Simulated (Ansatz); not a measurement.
Input for Ansatz (development build ahead of 0.2.0):

```yaml
crystal:
  periodic: [false, false, false]
  atoms:
    - { symbol: C, position_ang: [0.0, 0.0, 0.0] }
    - { symbol: H, position_ang: [0.0, 0.92, -0.63] }
    - { symbol: O, position_ang: [0.0, 0.0, 1.0584] }
basis:
  gaussian: { orbitals: STO-3G }
magnetization:
  initial_magnetization: 1
hamiltonian:
  xc: hf
correlation:
  method: ccsd_t
  frozen_orbitals: { C: 1, H: 0, O: 1 }
```

The input is written out in the form of the current development build from the run's settings. Correlation on restricted open-shell orbitals is semicanonical, with singles.

Output:

| Quantity | Value |
| --- | --- |
| Converged | yes |
| Reference energy | -111.67555 hartree |
| CCSD correlation energy | -0.11314 hartree |
| Triples correction | -0.00279 hartree |
| Total energy | -111.79147 hartree |
| Spin squared of the determinant | 0.750 |
